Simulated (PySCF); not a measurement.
Compound: C₄H₃N.
Bonds: C1–C2 (triple), C2–C3, C3–N4 (double), N4–C5, C3–C5. Hydrogens: H6 on C1; H7, H8 on C5.

The same species was optimised twice, with GFN2-xTB and with PBE0-D3(BJ)/def2-SVP (PySCF), and the same property calculations (PySCF, gas phase) were run on both structures.

```tsv
coordinate	GFN2-xTB	PBE0-D3(BJ)/def2-SVP	change
C2–C3 (Å)	1.373	1.401	+0.028
C1–H6 (Å)	1.049	1.075	+0.026
N4–C5 (Å)	1.486	1.507	+0.021
C5–H7 (Å)	1.082	1.097	+0.015
C5–H8 (Å)	1.083	1.097	+0.014
C3–C5 (Å)	1.462	1.451	-0.011
C1≡C2 (Å)	1.205	1.213	+0.008
C3=N4 (Å)	1.263	1.261	-0.002
C2–C3–N4 (°)	148.6	142.4	-6.2
C2–C3–C5 (°)	145.8	150.5	+4.7
N4–C3–C5 (°)	65.6	67.1	+1.5
C3–N4–C5 (°)	63.7	62.5	-1.2
C1–C2–C3 (°)	178.4	177.5	-0.9
C3–C5–H7 (°)	119.7	120.3	+0.6
N4–C5–H8 (°)	117.6	117.0	-0.6
N4–C5–H7 (°)	117.5	117.0	-0.5
```

Rotational constants: A = 26897, B = 3349, C = 3039 MHz (GFN2-xTB) against A = 26870, B = 3284, C = 2987 MHz (PBE0-D3(BJ)/def2-SVP). Point groups within 0.08 Å: Cs and Cs.

On the GFN2-xTB structure: HOMO (eV) -7.67 [PBE0/pcSseg-1]; LUMO (eV) -1.89 [PBE0/pcSseg-1]; dipole (D) 2.63 [PBE0/pcSseg-1]; GIAO shielding of C1 (ppm) 56.8 [PBE0/pcSseg-1]; GIAO shielding of C2 (ppm) 113.2 [PBE0/pcSseg-1]; GIAO shielding of C3 (ppm) 17.1 [PBE0/pcSseg-1]; GIAO shielding of N4 (ppm) -107.3 [PBE0/pcSseg-1]; GIAO shielding of C5 (ppm) 160.9 [PBE0/pcSseg-1].

**Question.** What do these properties become on the PBE0-D3(BJ)/def2-SVP structure?

**Answer.** 
```tsv
property	level	on GFN2-xTB	on PBE0-D3(BJ)/def2-SVP	change
HOMO (eV)	PBE0/pcSseg-1	-7.67	-7.88	-0.21
LUMO (eV)	PBE0/pcSseg-1	-1.89	-1.81	+0.08
dipole (D)	PBE0/pcSseg-1	2.63	2.55	-0.08
energy, GFN2-xTB geometry as zero (kcal/mol)	PBE0/pcSseg-1	0.0	-1.1	-1.1
GIAO shielding of C1 (ppm)	PBE0/pcSseg-1	56.8	64.9	+8.1
GIAO shielding of C2 (ppm)	PBE0/pcSseg-1	113.2	111.5	-1.7
GIAO shielding of C3 (ppm)	PBE0/pcSseg-1	17.1	16.9	-0.2
GIAO shielding of N4 (ppm)	PBE0/pcSseg-1	-107.3	-106.9	+0.4
GIAO shielding of C5 (ppm)	PBE0/pcSseg-1	160.9	158.4	-2.5
```

The heavy atoms differ by 0.039 Å rms after alignment. Among all bonds C2–C3 changes most (+0.028 Å). Changes are differences of the printed values. Neither structure is proved a minimum here.
